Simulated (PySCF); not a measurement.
Molfile (atoms numbered from 1):
```
C5H5Cl
     RDKit          3D

 11 10  0  0  0  0  0  0  0  0999 V2000
    2.1256   -0.8386   -1.1172 C   0  0  0  0  0  0  0  0  0  0  0  0
    1.5008   -0.1527   -0.3336 C   0  0  0  0  0  0  0  0  0  0  0  0
    0.7981    0.6673    0.5924 C   0  0  0  0  0  0  0  0  0  0  0  0
   -0.5344    0.6495    0.7774 C   0  0  0  0  0  0  0  0  0  0  0  0
   -1.4756   -0.2316    0.0418 C   0  0  0  0  0  0  0  0  0  0  0  0
   -2.6690    0.7506   -0.8775 Cl  0  0  0  0  0  0  0  0  0  0  0  0
    2.6762   -1.4446   -1.8124 H   0  0  0  0  0  0  0  0  0  0  0  0
    1.4059    1.3537    1.1916 H   0  0  0  0  0  0  0  0  0  0  0  0
   -0.9727    1.3296    1.5137 H   0  0  0  0  0  0  0  0  0  0  0  0
   -0.9519   -0.8755   -0.6761 H   0  0  0  0  0  0  0  0  0  0  0  0
   -2.0602   -0.8580    0.7306 H   0  0  0  0  0  0  0  0  0  0  0  0
  1  2  3  0
  2  3  1  0
  3  4  2  0
  4  5  1  0
  5  6  1  0
  1  7  1  0
  3  8  1  0
  4  9  1  0
  5 10  1  0
  5 11  1  0
M  END
```

Geometry: PBE0-D3(BJ)/def2-SVP; GIAO shifts from PySCF 2.14.0 with density-fitted response routines, gas phase, non-relativistic, averaged over equivalent atoms.

At PBE0/pcSseg-0 (68 basis functions, 9.5 s wall time on 1 thread of an Arm Neoverse N1, shared host):
```
  atoms  δ (ppm)
     C4    153.6
     C3    124.4
     C1    102.7
     C2     85.4
     C5     48.1
    Cl6     80.2
     H9     5.99
     H8     5.66
H10/H11     4.14
     H7     3.61
```

δ = σ(ref) − σ, references computed at the same level: $^{13}$C (σ = 193.52 ppm) and $^{1}$H (σ = 32.83 ppm) against TMS; $^{35}$Cl (σ = 952.40 ppm) against HCl.

Predict the values at PBE0/6-31G* on the same geometry.

## Answers


```
  atoms  δ at PBE0/6-31G*  change
     C4             137.2   -16.4
     C3             108.4   -16.0
     C1              85.4   -17.3
     C2              70.5   -14.9
     C5              42.3    -5.8
    Cl6              73.3    -6.9
     H9              6.03   +0.04
     H8              5.49   -0.17
H10/H11              4.07   -0.07
     H7              3.15   -0.46
```

δ = σ(ref) − σ, references computed at the same level: $^{13}$C (σ = 194.14 ppm) and $^{1}$H (σ = 31.96 ppm) vs TMS; $^{35}$Cl (σ = 929.83 ppm) against HCl.

The largest change is at C1 (terminal alkyne carbon). Cost: 98 basis functions, 5.6 s wall time on 1 thread of an x86-64 server CPU, shared host. The order of the carbon signals is the same at both levels.

Carbons that carry Cl, above all several Cl atoms, come out too deshielded, partly because spin–orbit coupling is missing.
